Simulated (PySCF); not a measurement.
# C₃H₂FN₂−: electronic excitations

Wanted: the electronic excitations of C₃H₂FN₂− (`Fc1c[n-]cn1`), by calculation.

Computed with PySCF 2.14.0, with density-fitted response routines of our own, on a single molecule in the gas phase. Atoms are numbered from 0 throughout.

## (1) The molecule as given

8 atoms, charge -1, multiplicity 1; geometry from: GFN2-xTB.

Bonds of the start (Å): F0–C1 1.38, C1–C2 1.37, C2–N3 1.36, N3–C4 1.33, C4–N5 1.34, N5–C1 1.35, C2–H6 1.08, C4–H7 1.08.

## (2) TDDFT and polarisability: wB97X-D/def2-SVPD

What the job is given:

```
{"job": {"kind": "uv", "xc": "wB97X-D", "basis": "def2-SVPD", "nstates": 8, "ntriplets": 3}, "charge": -1, "multiplicity": 1}
F     -1.907718    -1.333662    -0.060041
C     -0.751496    -0.586267    -0.027653
C     -0.653157     0.780160     0.012749
N      0.673589     1.090184     0.034780
C      1.267325    -0.100122     0.006382
N      0.462560    -1.167531    -0.031902
H     -1.424527     1.532281     0.026712
H      2.342482    -0.205629     0.014409
```

Level: TDDFT wB97X-D/def2-SVPD, vertical, gas phase, core orbitals frozen in the response.

Predict these results of the whole session: lowest singlet (wB97X-D/def2-SVPD); brightest single state of those computed; lowest triplet.

The runs gave:

| quantity | value |
| --- | --- |
| lowest singlet (wB97X-D/def2-SVPD) | 5.24 eV (237 nm), f = 0.007 |
| brightest single state of those computed | state 5, 6.72 eV, f = 0.139 |
| lowest triplet | 5.22 eV |

What this shows: The lowest singlet, at 5.24 eV, is HOMO→LUMO 0.93 and is weak; of the 8 states computed, the strongest absorption comes from state 5 at 6.72 eV. The lowest triplet lies 0.02 eV below the lowest singlet (triplets in Tamm-Dancoff, singlets in full TDDFT). The lowest singlet lies above −ε(HOMO); no detachment energy was computed, so the anion's states may not be bound.
